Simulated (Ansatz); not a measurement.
Rhombohedral A7 Sb was calculated with LDA (Ansatz, a first-principles code, PAW).

Run with plane-wave cutoff 500 eV, 12×12×12 k mesh, Fermi–Dirac smearing 0.05 eV, scalar-relativistic PAW data made under PBE.

Computed at the level's own relaxed cell.

Problem. Predict the equilibrium volume per atom, lattice parameter a and lattice parameter c.

Solution. 
- equilibrium volume per atom = 29.17 Å³/atom
- lattice parameter a = 4.294 Å
- lattice parameter c = 10.962 Å

Measured, for comparison: lattice constant a 4.301 Å, lattice parameter c 11.232 Å (78 K, zero-point motion not removed; as tabulated in Schiferl, Barrett, J. Appl. Cryst. 2, 30 (1969), COD 9009654). Computed (rounded) less measured: lattice constant a -0.2 %, lattice parameter c -2.4 %.

Spin–orbit coupling is not included.
